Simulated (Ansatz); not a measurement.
A made-up structure of CH$_{6}$AlSi (charge +1), closed shell:

```json
{"atom": "C1", "x (Å)": "-0.7828", "y (Å)": "1.0188", "z (Å)": "-0.6212"}
{"atom": "Al2", "x (Å)": "0.7288", "y (Å)": "0.0511", "z (Å)": "-0.6625"}
{"atom": "Si3", "x (Å)": "0.4299", "y (Å)": "-1.1956", "z (Å)": "1.1303"}
{"atom": "H4", "x (Å)": "-1.7844", "y (Å)": "0.4045", "z (Å)": "-0.7428"}
{"atom": "H5", "x (Å)": "-0.5677", "y (Å)": "1.5177", "z (Å)": "-1.4199"}
{"atom": "H6", "x (Å)": "-0.9091", "y (Å)": "1.7242", "z (Å)": "0.3180"}
{"atom": "H7", "x (Å)": "2.1748", "y (Å)": "-0.2495", "z (Å)": "-1.4774"}
{"atom": "H8", "x (Å)": "-0.2352", "y (Å)": "-2.5314", "z (Å)": "1.0156"}
{"atom": "H9", "x (Å)": "0.9456", "y (Å)": "-0.7397", "z (Å)": "2.4600"}
```

It is relaxed with PBE-D4/def2-SVP and then PBE0-D4/def2-TZVP (Ansatz 0.2.0). Atoms count as bonded within 1.22 times the sum of their covalent radii (H–H: 0.88 Å). The end point is not checked to be a true minimum.

Problem. Does its bonding change? (A judgement: the text doesn't fix the answer.)

Solution. Computed: No: no bond forms or breaks.

Where it ends: The first stage lowers the energy by 1.69 eV in 11 steps. It ends as CH₆AlSi ([CH3][AlH][SiH2]), total charge +1:
C1  (-0.862, 1.248, -0.841)
Al2  (0.658, 0.085, -0.646)
Si3  (0.566, -1.479, 1.370)
H4  (-1.788, 0.677, -0.952)
H5  (-0.739, 1.878, -1.726)
H6  (-0.979, 1.899, 0.031)
H7  (2.022, -0.248, -1.353)
H8  (0.013, -2.859, 1.390)
H9  (1.110, -1.201, 2.726)
(Å)

Labels in which every atom is bracketed show which atoms are joined, not bond orders.

For scale, one of the runs: PBE0-D4/def2-TZVP relaxation, 141 basis functions, launched by `ansatz run in.yaml --threads 2 --pin off --events-out ev --progress --plain --max-ram 4352MiB`. Hardware: 2 CPU threads of an Arm Neoverse V2, shared host. Wall time about 22 s.
